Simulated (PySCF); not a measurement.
**Vibration and rotation of CN**

ROHF-CCSD(T) constants of CN, ²Σ⁺ (doublet), unpaired electrons σ ↑ (basis C x2c-SVPall, N x2c-SVPall; spin-free X2C with a Gaussian nucleus; PySCF 2.14; masses 12.0000 and 14.0031 u):

| Property | Result |
| --- | --- |
| ωe | 2088.7 cm⁻¹ |
| ωexe | 12.9 cm⁻¹ |
| Be | 1.8558 cm⁻¹ |
| αe | 0.0165 cm⁻¹ |
| D (centrifugal) | 5.86e-06 cm⁻¹ |
| De to C + N | 7.28 eV |

(1) Give the vibrational terms G(v) and spacings up to v = 6.

(2) How well does the Morse estimate ωe²/(4ωexe) reproduce De, and what is D0?

Correlated steps freeze 2 core orbitals. Correlated levels converge slowly with the basis: in double zeta they bind strong bonds too weakly, by up to about 1 eV, and carry superposition errors of some tenths. The CCSD T1 diagnostic is raised, a sign that a single reference may not be enough here. The state is the lowest determinant that a PBE0 search found; another state may lie lower at other levels.

## Answers

(1) G(v) = ωe(v+½) − ωexe(v+½)².

```
v  G(v) (cm⁻¹)  G(v) − G(v−1)  Bv (cm⁻¹)
0         1041                     1.848
1         3104           2063      1.831
2         5141           2037      1.815
3         7152           2011      1.798
4         9138           1986      1.782
5        11098           1960      1.765
6        13032           1934      1.749
```

(2) It gives 10.48 eV, 144 % of the computed De. D0 = De − G(0) = 7.28 − 0.13 = 7.15 eV.
